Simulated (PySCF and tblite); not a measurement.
The numbers below are computed, except where a source is named.
trans-CHF=CHCOOH, C₃H₃FO₂, numbered as in [O:1]=[C:2]([OH:3])/[CH:4]=[CH:5]/[F:6].

Search: ETKDG and KDG, MMFF94s, GFN2-xTB, 90 starts; geometries at PBE0-D3(BJ)/def2-SVP. Energies: PBE0-D3(BJ)/def2-TZVP, with GFN2-xTB thermal terms (modes under about 100 cm⁻¹ blended into free rotors). Symmetry numbers and mirror images are counted. Conformers within 3 kcal/mol (GFN2-xTB free energy) were kept, 8 at most. GIAO shieldings: mPW1PW91/pcSseg-2. Shifts are against TMS (¹H), TMS (¹³C), CFCl3 (¹⁹F) at the same level. Run with PySCF (density fitting) and tblite.

Problem. Predict the averaged NMR shifts at 298.15 K.

Solution. ¹H: 7.95 (H5, 1H), 5.84 (H4, 1H) ppm. ¹³C: 180.9 (C5), 173.7 (C2), 112.0 (C4) ppm. ¹⁹F: -96.3 (F6) ppm.

Problem. How do the conformers differ?

Solution. Torsions listed: O1–C2–O3–H3, O3–C2–C4–C5.
| conformer | shape | weight % |
| --- | --- | --- |
| 1 | 0°, -179° | 64.9 |
| 2 | 0°, 0° | 35.1 |

```tsv
signal	1	2	average
H4	5.91	5.71	5.84
H5	7.99	7.87	7.95
C2	174.4	172.2	173.7
C4	111.2	113.5	112.0
C5	181.7	179.4	180.9
F6	-96.3	-96.3	-96.3
```

H on N, O and S are left out: they exchange, and hydrogen bonds move them by several ppm. Unscaled ¹⁹F shifts at such levels can be off by tens of ppm; differences between conformers or isomers are more reliable. Shifts are unscaled: against experiment ¹³C can be off by 15 ppm or more and ¹H by 0.8 ppm.
